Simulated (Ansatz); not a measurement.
A nudged elastic band was laid between two geometries of BClH2O (5 atoms, charge 0, multiplicity 1).

Computed with Ansatz, RKS revPBE-D4/def2-TZVP.

```yaml
movable_images: 7
climbing_image: yes
spring: 5.0 eV/Å²
optimiser: quadratic models (default)
start_path: through a guess of the saddle point
force_threshold: 0.05 eV/Å
iteration_limit: 60
end_points: relaxed
```

Initial state:

```xyz
5
Properties=species:S:1:pos:R:3
B 0.374 -0.013 0.065
O 0.557 -0.122 1.405
H -0.280 -0.211 1.896
H 1.323 0.102 -0.653
Cl -1.257 -0.037 -0.651
```

Final state:

```xyz
5
Properties=species:S:1:pos:R:3
B -0.086 -0.396 -1.007
O 0.748 0.366 1.477
H 0.493 -0.439 1.962
H 1.287 0.023 0.736
Cl -1.725 0.165 -1.106
```

Q: What changes between the two ends?

A: Bonds broken: B1–O2, B1–H4. Bonds formed: O2–H4. BClH2O becomes BCl + H2O.

Q: Give the energies along the band, and the barrier.

A: It converged. The highest image is number 5 of 0 to 8, 436.1 kJ/mol above the first end and 38.7 kJ/mol above the last; the last end lies 397.4 kJ/mol above the first. The profile has 2 maxima (images 1, 5) with wells between them (image 2): this band takes more than one step, which may be the mechanism or a detour left from its start path. Neighbouring images differ by up to 2.7 eV, so the band resolves the path poorly. A vibrational analysis at the climbing image gives one clearly imaginary mode, 1187i cm⁻¹: a first-order saddle point. The orbitals stay closed-shell, which can raise the energy where a bond breaks towards radicals; this wasn't checked here.

```json
{"image": "0", "path coordinate (Å)": "0.00", "energy (kJ/mol)": "0.0", "B1–O2 (Å)": "1.36", "B1–H4 (Å)": "1.20", "O2–H4 (Å)": "2.21"}
{"image": "1", "path coordinate (Å)": "0.72", "energy (kJ/mol)": "52.9", "B1–O2 (Å)": "1.35", "B1–H4 (Å)": "1.20", "O2–H4 (Å)": "2.21"}
{"image": "2", "path coordinate (Å)": "1.44", "energy (kJ/mol)": "25.8", "B1–O2 (Å)": "1.35", "B1–H4 (Å)": "1.20", "O2–H4 (Å)": "2.34"}
{"image": "3", "path coordinate (Å)": "2.17", "energy (kJ/mol)": "50.2", "B1–O2 (Å)": "1.36", "B1–H4 (Å)": "1.20", "O2–H4 (Å)": "2.22"}
{"image": "4", "path coordinate (Å)": "2.89", "energy (kJ/mol)": "178.5", "B1–O2 (Å)": "1.39", "B1–H4 (Å)": "1.21", "O2–H4 (Å)": "1.72"}
{"image": "5", "path coordinate (Å)": "3.61", "energy (kJ/mol)": "436.1", "B1–O2 (Å)": "1.61", "B1–H4 (Å)": "1.55", "O2–H4 (Å)": "1.10"}
{"image": "6", "path coordinate (Å)": "4.15", "energy (kJ/mol)": "404.3", "B1–O2 (Å)": "1.99", "B1–H4 (Å)": "2.16", "O2–H4 (Å)": "0.98"}
{"image": "7", "path coordinate (Å)": "4.69", "energy (kJ/mol)": "398.5", "B1–O2 (Å)": "2.45", "B1–H4 (Å)": "2.42", "O2–H4 (Å)": "0.97"}
{"image": "8", "path coordinate (Å)": "5.22", "energy (kJ/mol)": "397.4", "B1–O2 (Å)": "2.73", "B1–H4 (Å)": "2.26", "O2–H4 (Å)": "0.98"}
```

Q: What is the geometry of the highest image?

A: 
```xyz
5
Properties=species:S:1:pos:R:3
B 0.191 0.120 -0.489
O 0.597 0.226 1.062
H 0.106 -0.376 1.684
H 1.389 -0.213 0.428
Cl -1.566 -0.039 -0.623
```

Time of the run: 2.5 min on 2 threads of Intel(R) Xeon(R) Platinum 8259CL CPU @ 2.50GHz (Skylake/Cascade Lake), with other jobs on the host, peak memory 0.17 GiB.
